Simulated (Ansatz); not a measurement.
Basis-set extrapolation for `N=C(S)S` (PBE0-D4/def2-TZVP geometry, frozen core, Ansatz 0.2.0). Multiplicity 1, RHF reference.

```csv
,def2-TZVPP,def2-QZVPP
HF,-889.161738,-889.188678
MP2 correlation,-0.715993,-0.772022
CCSD(T) correlation,-0.791564,not run
```

Energies in hartree. Use E(X) = E(∞) + A·exp(−7.88·√X) for Hartree–Fock and E(X) = E(∞) + B·X^(−2.97) for correlation, with X = 3 and 4, and add CCSD(T) minus MP2 of the smaller set to the MP2 limit.

What is the CCSD(T) energy at the basis-set limit?

HF limit: -889.188678 + (-0.026940) × 0.13774 = -889.19239. MP2 limit: -0.772022 + (-0.056029) × 0.74074 = -0.81352. Higher-order term: -0.791564 − (-0.715993) = -0.07557. Total: -890.08148 hartree, 336.5 kJ/mol below CCSD(T)/def2-TZVPP.
